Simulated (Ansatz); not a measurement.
# C₂H₇Si radical (SMILES CC[SiH2]): functionals against CCSD(T) at one geometry

The task here is to estimate one member of a computed series from the others.

Program: Ansatz 0.2.0, Gaussian basis. Level of theory: single points in def2-TZVPP. These are calculated values, not measurements.

Cores are frozen in the correlated methods. Orbitals are unrestricted.

### The starting structure

10 atoms, charge 0, spin multiplicity 2.

Atoms are counted from 1 here; the program's logs count them from 0.

Bond lengths: C1–C2 1.522 Å, C1–H4 1.134 Å, C1–H5 1.111 Å, C1–H6 1.041 Å, C2–Si3 1.890 Å, C2–H7 1.066 Å, C2–H8 1.086 Å, Si3–H9 1.429 Å, Si3–H10 1.517 Å. Angles: C2–C1–H4 109.0°, C2–C1–H5 112.7°, C2–C1–H6 111.4°, H4–C1–H5 100.8°, H4–C1–H6 111.7°, H5–C1–H6 110.9°, C1–C2–Si3 110.0°, C1–C2–H7 107.0°, C1–C2–H8 113.4°, Si3–C2–H7 111.4°, Si3–C2–H8 108.9°, H7–C2–H8 106.1°, C2–Si3–H9 112.4°, C2–Si3–H10 116.7°, H9–Si3–H10 108.4°.

Coordinates:

```xyz
10

C    -0.80050    0.52950   -0.60880
C    -0.18020   -0.75970   -0.08870
Si    1.30880   -0.36450    1.00680
H    -1.63020    0.27130   -1.33720
H    -0.11350    1.09980   -1.27020
H    -1.14470    1.12670    0.17140
H     0.10480   -1.33380   -0.94000
H    -0.87570   -1.37670    0.47220
H     0.94590    0.37380    2.17490
H     2.47750    0.33680    0.34110
```

The first run:

run/in.yaml

```yaml
crystal:
  periodic: [false, false, false]
  atoms:
    - {symbol: C, position_ang: [-0.800500, 0.529500, -0.608800]}
    - {symbol: C, position_ang: [-0.180200, -0.759700, -0.088700]}
    - {symbol: Si, position_ang: [1.308800, -0.364500, 1.006800]}
    - {symbol: H, position_ang: [-1.630200, 0.271300, -1.337200]}
    - {symbol: H, position_ang: [-0.113500, 1.099800, -1.270200]}
    - {symbol: H, position_ang: [-1.144700, 1.126700, 0.171400]}
    - {symbol: H, position_ang: [0.104800, -1.333800, -0.940000]}
    - {symbol: H, position_ang: [-0.875700, -1.376700, 0.472200]}
    - {symbol: H, position_ang: [0.945900, 0.373800, 2.174900]}
    - {symbol: H, position_ang: [2.477500, 0.336800, 0.341100]}
basis:
  gaussian: {orbitals: def2-TZVPP}
magnetization: {spin_polarized: true, initial_magnetization: 1}
correlation: {method: ccsd_t}
scf: {omitted_lower_state_checks: [cluster_reference]}
```

The command line of these runs was not kept.

Among the steps run: CCSD(T)/def2-TZVPP; PBE0-D4/def2-TZVPP; wB97M-V/def2-TZVPP; r2SCAN-D4/def2-TZVPP; PBE-D4/def2-TZVPP; revPBE-D4/def2-TZVPP; r2SCANh-D4/def2-TZVPP.

One of the session's tables, all rows but one given; the rest of the session is left out.

| method | RMS force component (eV/Å) | dipole (D) |
| --- | --- | --- |
| PBE0-D4 | 0.837 | 1.16 |
| wB97M-V | 0.821 | 1.10 |
| r2SCAN-D4 | 0.824 | 1.19 |
| PBE-D4 | 0.845 | 1.21 |
| revPBE-D4 | ? | ? |
| r2SCANh-D4 | 0.824 | 1.17 |

Estimate the missing values for revPBE-D4.

As computed: RMS force component (eV/Å): 0.847; dipole (D): 1.20. In the column «RMS force component (eV/Å)» it is the highest.
